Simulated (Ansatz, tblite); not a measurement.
Dissociation curve of H2, singlet.

Computed with: GFN2-xTB, 300 K electronic temperature (tblite); FCI = full CI/aug-cc-pVTZ, frozen core (Ansatz, an electronic-structure program).

Energies relative to the lowest point of each curve near equilibrium, in eV; the last columns give the difference from FCI:

```csv
R / Å,GFN2-xTB,FCI,GFN2-xTB − FCI
0.60,0.644,0.513,0.131
0.64,0.344,0.240,0.103
0.68,0.154,0.081,0.073
0.70,0.092,0.036,0.056
0.73,0.031,0.002,0.029
0.75,0.009,0.000,0.009
0.77,0.000,0.011,-0.011
0.79,0.002,0.035,-0.033
0.81,0.013,0.069,-0.056
0.86,0.076,0.192,-0.116
0.94,0.258,0.469,-0.211
1.02,0.505,0.804,-0.299
1.14,0.933,1.351,-0.418
1.23,1.268,1.764,-0.496
1.33,1.636,2.203,-0.567
1.49,2.197,2.832,-0.635
1.67,2.774,3.410,-0.637
1.86,3.310,3.867,-0.557
2.01,3.678,4.128,-0.449
2.23,4.131,4.383,-0.252
2.65,4.732,4.607,0.124
3.00,5.020,4.671,0.349
```

GFN2-xTB is furthest from FCI at 1.67 (-0.637 eV, below); its mean absolute difference over the points is 0.255 eV.
